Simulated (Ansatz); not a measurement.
Molecular dynamics, step by step

SiNH₆F (SMILES N.[SiH3]F), closed shell, BLYP-D4/def2-SVP (Ansatz 0.2.0). Settings (timestep in fs, temperature in K; T counts 21 degrees of freedom):

```yaml
hamiltonian: {xc: {name: BLYP}, dispersion: d4}
md: {n_steps: 60, timestep: 0.5, temperature: 500, ensemble: nvt_nose_hoover, seed: 363, initial_velocities: maxwell_boltzmann}
```

Start (the SMILES describes the start alone):

N1  (0.138, -0.108, -1.456)
H2  (-0.798, -0.295, -1.795)
H3  (0.532, 0.628, -2.029)
H4  (0.685, -0.946, -1.612)
Si5  (-0.090, 0.179, 1.333)
F6  (-0.700, -1.258, 0.957)
H7  (-0.876, 1.288, 0.749)
H8  (1.357, 0.264, 1.038)
H9  (-0.250, 0.248, 2.814)
(Å)

```
step  time (fs)  potential energy less the start (meV)  kinetic energy (meV)  T (K)
   0       0.00                                    0.0                 452.4    500
   4       2.00                                  132.8                 322.2    356
   8       4.00                                  215.9                 238.5    264
  12       6.00                                  269.2                 186.4    206
  16       8.00                                  153.6                 301.1    333
  20      10.00                                  100.3                 353.7    391
  24      12.00                                  257.4                 199.0    220
  28      14.00                                  258.2                 197.9    219
  32      16.00                                  193.6                 262.7    290
  36      18.00                                  180.8                 276.4    305
  40      20.00                                  255.2                 203.1    224
  44      22.00                                  265.4                 194.0    214
  48      24.00                                  174.5                 284.9    315
  52      26.00                                  183.0                 278.1    307
  56      28.00                                  200.1                 261.9    289
  60      30.00                                  248.5                 215.6    238
```

Step 12, positions (Å) and forces (eV/Å):

```tsv
atom	x	y	z	Fx	Fy	Fz
N1	0.140	-0.128	-1.450	-0.176	-1.124	-0.092
H2	-0.825	-0.236	-1.822	0.329	0.059	0.163
H3	0.534	0.718	-1.907	0.255	-0.806	-0.127
H4	0.623	-1.071	-1.675	-0.457	2.026	0.144
Si5	-0.089	0.202	1.332	0.295	-0.529	1.647
F6	-0.697	-1.280	0.936	-0.173	0.131	0.101
H7	-0.890	1.363	0.878	-0.083	0.126	-0.299
H8	1.388	0.217	1.022	-0.246	0.218	0.165
H9	-0.267	0.262	2.996	0.255	-0.101	-1.702
```

Step 20, positions (Å) and forces (eV/Å):

```tsv
atom	x	y	z	Fx	Fy	Fz
N1	0.133	-0.145	-1.444	-0.598	0.935	0.958
H2	-0.810	-0.185	-1.820	-0.476	-0.037	-0.177
H3	0.586	0.666	-1.854	0.342	0.267	-0.384
H4	0.597	-0.985	-1.727	0.692	-0.954	-0.336
Si5	-0.086	0.214	1.343	-0.586	-0.383	-0.544
F6	-0.697	-1.295	0.923	0.065	0.874	0.320
H7	-0.933	1.461	0.901	0.608	-0.899	-0.042
H8	1.379	0.224	1.038	-0.064	0.268	0.028
H9	-0.236	0.255	2.833	0.018	-0.071	0.177
```

Step 24, positions (Å) and forces (eV/Å):

```csv
atom,x,y,z,Fx,Fy,Fz
N1,0.128,-0.152,-1.438,-0.846,2.128,0.819
H2,-0.824,-0.162,-1.826,0.071,-0.029,-0.080
H3,0.632,0.645,-1.849,-0.168,0.137,-0.103
H4,0.604,-0.948,-1.762,0.912,-2.006,-0.599
Si5,-0.086,0.219,1.347,-0.603,-0.705,-2.553
F6,-0.697,-1.301,0.917,0.151,1.114,0.398
H7,-0.924,1.467,0.908,0.555,-0.861,-0.080
H8,1.369,0.242,1.049,0.149,0.257,-0.072
H9,-0.216,0.247,2.740,-0.221,-0.036,2.270
```

Last step (60):

```
9
angstrom
N 0.1164 -0.1606 -1.4101
H -0.7949 -0.0158 -1.8567
H 0.7132 0.5761 -1.7931
H 0.4312 -1.0400 -1.7352
Si -0.0895 0.1903 1.3452
F -0.6772 -1.2520 0.9082
H -0.9136 1.2839 0.7056
H 1.3365 0.4975 1.0785
H -0.2485 0.1912 2.7129
```

Hardware: 4 CPU threads of an Arm Neoverse V1, shared host. Wall time about 37 s.
